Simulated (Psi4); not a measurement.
# BH3Cl− (SMILES [BH3-]Cl): levels of theory compared

We compute a comparison of 3 runs (HF/3-21G, PBE0/6-31+G*, CCSD(T)/6-311G) of BH3Cl−. 

The calculation is run with Psi4 1.11.

3 further runs of the same task are left out: 2 that didn't finish, 1 set aside as unsound or not needed.

## 1. Starting point

BH3Cl− has 5 atoms, charge -1, and is taken as a singlet. SMILES: `[BH3-]Cl`. Geometry: relaxed at GFN2-xTB.

Bond lengths: B1–Cl2 1.873 Å, B1–H3 1.208 Å, B1–H4 1.208 Å, B1–H5 1.208 Å. Angles: Cl2–B1–H3 106.7°, Cl2–B1–H4 106.7°, Cl2–B1–H5 106.7°, H3–B1–H4 112.0°, H3–B1–H5 112.2°, H4–B1–H5 112.1°.

## 2. The energy at HF/3-21G (run 1)

File job.py:

```python
import psi4

psi4.set_memory('1600 MB')
psi4.set_num_threads(1)
psi4.core.set_output_file('output.dat', False)

geom = psi4.geometry("""
-1 1
B
Cl 1 1.872889
H 1 1.207825 2 106.74459
H 1 1.207774 3 111.97418 2 116.451
H 1 1.207873 4 112.07868 3 -127.05331
symmetry c1
no_reorient
no_com
""")

psi4.set_options(dict(puream=True, e_convergence=1e-09, d_convergence=1e-08, scf_type='pk'))

e_tot, wfn = psi4.energy("scf/3-21G", return_wfn=True)
psi4.oeprop(wfn, "LOWDIN_CHARGES", "QUADRUPOLE", "WIBERG_LOWDIN_INDICES")
print('E =', round(e_tot, 9))
for k, v in sorted(psi4.core.scalar_variables().items()):
    print(f'{k:45s} {v:18.10f}')
```

Command:

```
$ python job.py
```

output.dat:

```text
[...]
  Running in c1 symmetry.
[...]
  Nuclear repulsion =   42.159754425090831
[...]
  Multiplicity = 1
[...]
  Nalpha       = 13
  Nbeta        = 13
[...]
    Number of basis functions: 28
[...]
   @RHF iter   1:  -483.59423456800579   -5.98102e-01   6.85583e-03 ADIIS/DIIS
[...]
   @RHF iter   9:  -483.62051568572809   -9.66338e-13   3.50676e-09 DIIS
[...]
    Orbital Energies [Eh]
    ---------------------
    Doubly Occupied:
       1A   -103.830113     2A    -10.224948     3A     -7.688665
       4A     -7.685552     5A     -7.685552     6A     -7.306131
       7A     -0.835333     8A     -0.470724     9A     -0.276749
      10A     -0.276550    11A     -0.244482    12A     -0.173779
      13A     -0.173644
[...]
  @RHF Final Energy:  -483.62051568572809
   => Energetics <=
    Nuclear Repulsion Energy =             42.1597544250908314
    One-Electron Energy =                -757.8160997672737267
    Two-Electron Energy =                 232.0358296564548368
    Total Energy =                       -483.6205156857280940
[...]
 Multipole Moments:
 ------------------------------------------------------------------------------------
     Multipole            Electronic (a.u.)      Nuclear  (a.u.)        Total (a.u.)
 ------------------------------------------------------------------------------------
 L = 1.  Multiply by 2.5417464519 to convert [e a0] to [Debye]
 Dipole X            :          0.0023214           -0.0018171            0.0005043
 Dipole Y            :          0.0001830           -0.0001274            0.0000556
 Dipole Z            :          4.8276775           -3.9327414            0.8949361
 Magnitude           :                                                    0.8949363
 L = 2.  Multiply by 1.3450342976 to convert [e a0^2] to [Debye ang]
 Quadrupole XX       :        -26.3821504            7.1677684          -19.2143820
 Quadrupole XY       :          0.0090960           -0.0092692           -0.0001732
[...]
```

On the terminal:

```text
E = -483.620515686
CURRENT ENERGY                                   -483.6205156857
CURRENT REFERENCE ENERGY                         -483.6205156857
DD SOLVATION ENERGY                                 0.0000000000
HF KINETIC ENERGY                                 483.4768577346
HF POTENTIAL ENERGY                              -967.0973734203
HF TOTAL ENERGY                                  -483.6205156857
HF VIRIAL RATIO                                     2.0002971351
NUCLEAR REPULSION ENERGY                           42.1597544251
ONE-ELECTRON ENERGY                              -757.8160997673
PCM POLARIZATION ENERGY                             0.0000000000
PE ENERGY                                           0.0000000000
SCF ITERATION ENERGY                             -483.6205156857
SCF ITERATIONS                                      9.0000000000
SCF TOTAL ENERGY                                 -483.6205156857
TWO-ELECTRON ENERGY                               232.0358296565
```

It took 0.96 s on 1 thread of AMD EPYC 9R45 (Zen 5), shared host; peak memory 0.18 GiB.

## 3. A single-point energy at PBE0/6-31+G(d) (spherical functions) (run 2)

File input.json:

```json
{
  "schema_name": "qcschema_input",
  "schema_version": 1,
  "molecule": {
    "schema_name": "qcschema_molecule",
    "schema_version": 2,
    "symbols": ["B", "Cl", "H", "H", "H"],
    "geometry": [0.15569454, -0.09046119, 0.25687047, -1.59844374, 0.93815453, -2.6398907, 2.31128623, -0.48116207, -0.38374668, -0.86946299, -1.98676356, 1.0067138, 0.00094486, 1.62023228, 1.76007202],
    "molecular_charge": -1,
    "molecular_multiplicity": 1,
    "fix_symmetry": "c1",
    "fix_com": true,
    "fix_orientation": true
  },
  "driver": "energy",
  "model": {
    "method": "pbe0",
    "basis": "6-31+G*"
  },
  "keywords": {
    "puream": true,
    "e_convergence": 1e-09,
    "d_convergence": 1e-08,
    "scf_type": "pk",
    "dft_radial_points": 99,
    "dft_spherical_points": 590,
    "scf_properties": ["QUADRUPOLE", "DIPOLE", "MULLIKEN_CHARGES"]
  }
}
```

Command:

```
$ psi4 --qcschema input.json -n 1 --memory 1600MB
```

stdout:

```text
[...]
  Running in c1 symmetry.
[...]
  Nuclear repulsion =   42.159747981441846
[...]
  Multiplicity = 1
[...]
  Nalpha       = 13
  Nbeta        = 13
[...]
    Number of basis functions: 46
[...]
   @RKS iter   1:  -486.52551963863050   -3.42902e-01   1.09707e-02 DIIS/ADIIS
[...]
   @RKS iter   9:  -486.71249192267072   -8.35598e-12   7.67507e-09 DIIS
[...]
    Orbital Energies [Eh]
    ---------------------
    Doubly Occupied:
       1A   -101.454545     2A     -9.283921     3A     -7.016129
       4A     -7.011322     5A     -7.011321     6A     -6.529101
       7A     -0.603362     8A     -0.301195     9A     -0.151309
      10A     -0.151163    11A     -0.144794    12A     -0.067108
      13A     -0.066978
[...]
  @RKS Final Energy:  -486.71249192267072
   => Energetics <=
    Nuclear Repulsion Energy =             42.1597479814418463
    One-Electron Energy =                -760.2487956346562896
    Two-Electron Energy =                 256.6756526631568249
    DFT Exchange-Correlation Energy =     -25.2990969326130717
    Empirical Dispersion Energy =           0.0000000000000000
    VV10 Nonlocal Energy =                  0.0000000000000000
    Total Energy =                       -486.7124919226707220
[...]
 Multipole Moments:
 ------------------------------------------------------------------------------------
     Multipole            Electronic (a.u.)      Nuclear  (a.u.)        Total (a.u.)
 ------------------------------------------------------------------------------------
 L = 1.  Multiply by 2.5417464519 to convert [e a0] to [Debye]
 Dipole X            :         25.4695718          -24.9523028            0.5172690
 Dipole Y            :        -14.9523999           14.6486277           -0.3037722
 Dipole Z            :         42.0650479          -41.2107504            0.8542975
 Magnitude           :                                                    1.0438721
 L = 2.  Multiply by 1.3450342976 to convert [e a0^2] to [Debye ang]
 Quadrupole XX       :        -70.8553505           49.6545954          -21.2007551
 Quadrupole XY       :         25.6787338          -24.9465596            0.7321742
[...]
  Mulliken Charges: (a.u.)
   Center  Symbol    Alpha    Beta     Spin     Total
       1     B     2.71792  2.71792  0.00000 -0.43584
       2    CL     8.68914  8.68914  0.00000 -0.37828
       3     H     0.53098  0.53098  0.00000 -0.06196
       4     H     0.53096  0.53096  0.00000 -0.06193
       5     H     0.53100  0.53100  0.00000 -0.06199
   Total alpha = 13.00000, Total beta = 13.00000, Total charge = -1.00000
[...]
```

The result, in JSON:

```text
{
 "driver": "energy",
 "model": {
  "method": "pbe0",
  "basis": "6-31+G*"
 },
 "success": true,
 "return_result": -486.7124919226707,
 "properties": {
  "calcinfo_nbasis": 46,
  "calcinfo_nmo": 46,
  "calcinfo_nalpha": 13,
  "calcinfo_nbeta": 13,
  "calcinfo_natom": 5,
  "nuclear_repulsion_energy": 42.159747981441846,
  "return_energy": -486.7124919226707,
  "scf_one_electron_energy": -760.2487956346563,
  "scf_two_electron_energy": 256.6756526631568,
  "scf_xc_energy": -25.29909693261307,
  "scf_dipole_moment": [0.5172689706210676, -0.3037722235884175, 0.8542974998162904],
  "scf_total_energy": -486.7124919226707,
  "scf_iterations": 9
 }
}
```

Run time: 3.9 s. Hardware: 1 thread of AMD EPYC 9R45 (Zen 5), shared host; peak memory 0.57 GiB.

## 4. Energy and gradient at CCSD(T)/6-311G (sfX2C, density fitting, density fitting for correlation) (run 3)

File bclh3.xyz:

```xyz
5
BClH3
B      0.082390    -0.047870     0.135930
Cl    -0.845860     0.496450    -1.396970
H      1.223080    -0.254620    -0.203070
H     -0.460100    -1.051350     0.532730
H      0.000500     0.857390     0.931390
```

File run_ase.py:

```python
import numpy as np
from ase.calculators.psi4 import Psi4
from ase.io import read

mol = read('bclh3.xyz')
calc = Psi4(atoms=mol, method='ccsd(t)', basis='6-311G', memory='1600MB', num_threads=1, charge=-1, multiplicity=1, label='bclh3', reference='rhf')
calc.psi4.set_options({'freeze_core': True, 'scf_type': 'df', 'cc_type': 'df', 'relativistic': 'x2c'})
mol.calc = calc

forces = mol.get_forces()
print(f'energy: {mol.get_potential_energy():.6f} eV')
print('forces / eV A^-1')
print(np.round(forces, 5))
```

Command:

```
$ python run_ase.py
```

bclh3.dat:

```text
[...]
  Running in c1 symmetry.
[...]
  Nuclear repulsion =   42.159747933462555
[...]
  Multiplicity = 1
[...]
  Nalpha       = 13
  Nbeta        = 13
[...]
    Number of basis functions: 43
[...]
    WARNING: The X2C and Dirac Hamiltonians have substatially different eigenvalues!
             This is probably caused by the recontraction of the basis set.
[...]
   @DF-RHF iter   1:  -487.22381942219397   -5.95977e-01   5.94344e-03 DIIS/ADIIS
[...]
      * MP2 total energy:                  -487.392037172137
[...]
      * CCSD total energy:                 -487.414527304785
[...]
    WARNING: The X2C and Dirac Hamiltonians have substatially different eigenvalues!
             This is probably caused by the recontraction of the basis set.
[...]
    WARNING: The X2C and Dirac Hamiltonians have substatially different eigenvalues!
             This is probably caused by the recontraction of the basis set.
[...]
      * CCSD(T) total energy                -487.417848326145
[...]
   @DF-RHF iter  12:  -487.26807368842458   -1.70530e-13   1.62026e-11 DIIS
[...]
    Orbital Energies [Eh]
    ---------------------
    Doubly Occupied:
       1A   -104.909692     2A    -10.376813     3A     -7.780589
       4A     -7.777984     5A     -7.777984     6A     -7.365416
       7A     -0.855954     8A     -0.483482     9A     -0.286954
      10A     -0.286757    11A     -0.257767    12A     -0.185638
      13A     -0.185500
[...]
  @DF-RHF Final Energy:  -487.26807368842458
   => Energetics <=
    Nuclear Repulsion Energy =             42.1682379342654201
    One-Electron Energy =                -761.8115631309844957
    Two-Electron Energy =                 232.3752515082944683
    Total Energy =                       -487.2680736884245789
[...]
 Multipole Moments:
 ------------------------------------------------------------------------------------
     Multipole            Electronic (a.u.)      Nuclear  (a.u.)        Total (a.u.)
 ------------------------------------------------------------------------------------
 L = 1.  Multiply by 2.5417464519 to convert [e a0] to [Debye]
 Dipole X            :         -2.3885147            1.9486359           -0.4398788
 Dipole Y            :          1.4027613           -1.1446960            0.2580653
 Dipole Z            :         -3.9427849            3.2185326           -0.7242523
 Magnitude           :                                                    0.8857948
[...]
      * MP2 total energy:                  -487.392003841353
[...]
      * CCSD total energy:                 -487.414479448641
[...]
      * CCSD(T) total energy                -487.417752066923
[...]
```

The script printed:

```text
energy: -13263.313973 eV
forces / eV A^-1
[[ 0.80051 -0.47534  1.32437]
 [-1.29994  0.76304 -2.14875]
 [ 0.50735 -0.12787  0.05577]
 [-0.0887  -0.41403  0.31594]
 [ 0.08077  0.25419  0.45267]]
```

Wall time 21 s (1 thread of AMD EPYC 9R45 (Zen 5), shared host); peak memory 0.22 GiB.

## 5. All runs side by side

```tsv
run	level	integration grid	task	energy (Eh)	HOMO energy (eV)	LUMO energy (eV)	HOMO–LUMO gap (eV)	wall time
1	HF/3-21G	–	energy	-483.620516	-4.73	12.50	17.22	0.96 s
2	PBE0/6-31+G* (spherical functions)	99 radial × 590 angular	energy	-486.712492	-1.82	4.40	6.23	3.9 s
3	CCSD(T)/6-311G (sfX2C, density fitting, density fitting for correlation)	–	gradient	-487.417802	–	–	–	21 s
```

## 6. Summary of results

| quantity | value |
| --- | --- |
| run 3: total energy | -487.41780 Eh |
| run 3: correlation energy | -149.7 mEh |
| run 3: (T) correction | -3.27 mEh |
| run 3: T1 diagnostic | 0.009 |
| run 3: largest force on an atom | 2.625 eV/Å |

In words: Some runs of one species differ in core potentials or relativity; totals across that change don't compare. All runs together took 26 s, the longest 21 s.
